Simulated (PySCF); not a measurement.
Breaking a bond: SMILES CCl. The C1–H5 bond (C1 also carries Cl, H, H; H5 carries nothing else) is varied alone, starting from the PBE0/def2-TZVP optimised geometry.

Levels of theory: RHF/6-31G (PySCF); UKS-CAM-B3LYP = unrestricted CAM-B3LYP/6-31G (PySCF); RMP2 = MP2 on RHF/6-31G, 6 core orbitals frozen (PySCF 2.14.0); UCCSD(T) = CCSD(T) on UHF/6-31G, 6 core orbitals frozen run with PySCF.

Energies relative to the lowest point of each curve near equilibrium, in kJ/mol:

```csv
R / Å,RHF,UKS-CAM-B3LYP,RMP2
0.82,206.8,215.0,222.3
0.93,52.3,58.1,61.2
1.01,8.9,11.9,13.1
1.07,0.0,0.5,0.8
1.14,6.8,4.2,3.7
1.46,142.2,124.3,120.8
1.80,320.1,284.4,275.5
1.95,392.1,346.8,335.2
2.19,495.6,411.4,416.0
2.40,573.9,441.3,471.5
2.94,729.6,470.3,554.5
3.29,802.6,475.8,569.5
```

**Question.** Predict the corresponding UCCSD(T) column.

**Answer.** 0.82: 225.3; 0.93: 63.3; 1.01: 14.3; 1.07: 1.1; 1.14: 2.8; 1.46: 110.2; 1.80: 247.1; 1.95: 296.4; 2.19: 357.3; 2.40: 393.9; 2.94: 427.4; 3.29: 430.4 (kJ/mol).

The restricted form behind RHF, RMP2 keeps the bonding electrons paired and can't separate into open-shell fragments. The unrestricted determinant behind UKS-CAM-B3LYP is spin-contaminated at 1.95 to 3.76 Å (<S²> up to 1.0, against 0.00 for a pure singlet). The unrestricted determinant behind UCCSD(T) is spin-contaminated at 1.80 to 3.76 Å (<S²> up to 1.0, against 0.00 for a pure singlet).
